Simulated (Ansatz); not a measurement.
**Trisilane (Si3H8): how energies converge with the basis set**

An exercise on one series of results from a longer session: the logs are not shown, and one member is left open.

The runs use Ansatz 0.2.0, Gaussian basis; one geometry, several basis sets.

Levels to be run: PBE0-D4/def2-SVP; ωB97M-V/def2-SVP; PBE0-D4/def2-QZVPP; ωB97M-V/def2-QZVPP; the functionals' def2-TZVPP values are taken from earlier runs.

### The relaxed structure

An earlier PBE0-D4 in a triple-zeta def2 set relaxation fixed the geometry.

SMILES `[SiH3][SiH2][SiH3]`, 11 atoms, charge 0, spin multiplicity 1.

Atoms are counted from 1 here; the program's logs count them from 0.

Bond lengths: Si1–Si2 2.338 Å, Si1–H4 1.488 Å, Si1–H5 1.488 Å, Si1–H6 1.488 Å, Si2–Si3 2.338 Å, Si2–H7 1.490 Å, Si2–H8 1.490 Å, Si3–H9 1.488 Å, Si3–H10 1.488 Å, Si3–H11 1.488 Å. Angles: Si2–Si1–H4 111.3°, Si2–Si1–H5 109.8°, Si2–Si1–H6 109.8°, H4–Si1–H5 108.7°, H4–Si1–H6 108.7°, H5–Si1–H6 108.5°, Si1–Si2–Si3 110.3°, Si1–Si2–H7 109.6°, Si1–Si2–H8 109.6°, Si3–Si2–H7 109.6°, Si3–Si2–H8 109.6°, H7–Si2–H8 108.1°, Si2–Si3–H9 109.8°, Si2–Si3–H10 109.8°, Si2–Si3–H11 111.3°, H9–Si3–H10 108.5°, H9–Si3–H11 108.7°, H10–Si3–H11 108.7°.

Set-up of the first run:

Contents of in.yaml:

```yaml
crystal:
  periodic: [false, false, false]
  atoms:
    - {symbol: Si, position_ang: [-1.286941, 1.359221, -0.523375]}
    - {symbol: Si, position_ang: [-0.456627, -0.814837, -0.295006]}
    - {symbol: Si, position_ang: [1.637614, -0.776575, 0.744607]}
    - {symbol: H, position_ang: [-2.620547, 1.361108, -1.182704]}
    - {symbol: H, position_ang: [-0.348267, 2.172999, -1.342101]}
    - {symbol: H, position_ang: [-1.415952, 1.992114, 0.816946]}
    - {symbol: H, position_ang: [-0.336468, -1.447939, -1.638692]}
    - {symbol: H, position_ang: [-1.403671, -1.629110, 0.517897]}
    - {symbol: H, position_ang: [1.519922, -0.153932, 2.090756]}
    - {symbol: H, position_ang: [2.588153, 0.029746, -0.067785]}
    - {symbol: H, position_ang: [2.188083, -2.149896, 0.900158]}
basis:
  gaussian: {orbitals: def2-SVP}
hamiltonian: {xc: pbe0, dispersion: d4}
output: {orbitals: {seedname: orbitals}}
```

Run with:

```sh
> ansatz run in.yaml --threads 4 --pin off --events-out ev --progress --plain --max-ram 10444MiB
```

Steps of the session up to this table: PBE0-D4 in def2-SVP; ωB97M-V in def2-SVP; PBE0-D4 in def2-QZVPP; ωB97M-V in def2-QZVPP.

One table of the session follows, with a row left open; its other results are not shown here.

| functional | basis | HOMO (eV) | LUMO (eV) |
| --- | --- | --- | --- |
| PBE0-D4 | def2-SVP | -8.10 | -0.04 |
| PBE0-D4 | def2-TZVPP | ? | ? |
| PBE0-D4 | def2-QZVPP | -8.03 | -0.29 |
| ωB97M-V | def2-SVP | -10.03 | 1.80 |
| ωB97M-V | def2-TZVPP | -10.00 | 1.48 |
| ωB97M-V | def2-QZVPP | -10.00 | 1.21 |

Estimate the missing values for PBE0-D4, def2-TZVPP.

As computed: HOMO (eV): -8.03; LUMO (eV): -0.23.
